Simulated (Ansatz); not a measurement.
The input, for Ansatz 0.2.0:

```yaml
crystal:
  periodic: [false, false, false]
  atoms:
    - {symbol: W, position_ang: [0.000000, 0.000000, 0.000000]}
    - {symbol: C, position_ang: [0.000000, 0.000000, 1.545000]}
basis:
  gaussian: {orbitals: def2-TZVPP}
magnetization: {spin_polarized: true, initial_magnetization: 0}
hamiltonian: {xc: hf}
output: {orbitals: {seedname: orbitals}}
```

```sh
$ ansatz run in.yaml --threads 1 --pin off --events-out ev --progress --plain --max-ram 2816MiB --backend cpu
```

Log:

```
755 factors; their error is unknown
mean field evaluation 1: about -2820.4459 eV, gradient 4.6e1 eV
mean field evaluation 2: about -2812.6247 eV, gradient 6.0e1 eV
mean field evaluation 4: about -2829.4133 eV, gradient 7.9e-1 eV
mean field evaluation 8: about -2829.4826 eV, gradient 2.9e-1 eV
mean field evaluation 16: about -2829.6324 eV, gradient 1.2e0 eV
mean field evaluation 32: about -2830.6774 eV, gradient 6.4e-1 eV
mean field evaluation 64: about -2768.0060 eV, gradient 8.3e2 eV
mean field evaluation 96: about -2829.3589 eV, gradient 9.4e-1 eV
mean field evaluation 128: about -2810.0940 eV, gradient 6.3e1 eV
mean field evaluation 160: about -2830.6796 eV, gradient 2.7e-1 eV
mean field evaluation 192: about -2830.6804 eV, gradient 2.6e-2 eV
mean field evaluation 224: about -2812.1636 eV, gradient 1.7e1 eV
mean field evaluation 256: about -2830.6730 eV, gradient 1.9e-1 eV
mean field evaluation 288: about -2830.6795 eV, gradient 1.0e-1 eV
mean field evaluation 320: about -2828.1781 eV, gradient 5.4e0 eV
mean field evaluation 352: about -2830.6791 eV, gradient 1.4e-1 eV
mean field evaluation 384: about -2830.6802 eV, gradient 2.9e-2 eV
mean field evaluation 416: about -2830.2261 eV, gradient 1.2e0 eV
mean field evaluation 448: about -2830.3727 eV, gradient 7.9e-1 eV
mean field evaluation 480: about -2830.6796 eV, gradient 7.4e-2 eV
mean field evaluation 512: about -2830.6811 eV, gradient 2.6e-2 eV
mean field evaluation 544: about -2829.4066 eV, gradient 2.9e-1 eV
mean field evaluation 576: about -2827.9632 eV, gradient 1.3e0 eV
mean field evaluation 608: about -2825.8376 eV, gradient 8.3e0 eV
mean field evaluation 640: about -2829.4826 eV, gradient 2.9e-1 eV
mean field -2830.68223428 eV, -104.0256534046 hartree, gradient 6.5e-6 eV, S^2 1.282090; 14 other end points of the search recorded, 0 dependent functions left out
reference -2830.68223428 eV, -104.0256534046 hartree; 10, 10 occupied and 77, 77 virtual orbitals, 755 factors
Total energy: -2830.68223428 eV, -104.0256534046 hartree
```

Ran on 1 thread of AMD EPYC 7R13, shared host: 8 s wall, 0.18 GiB peak host memory.
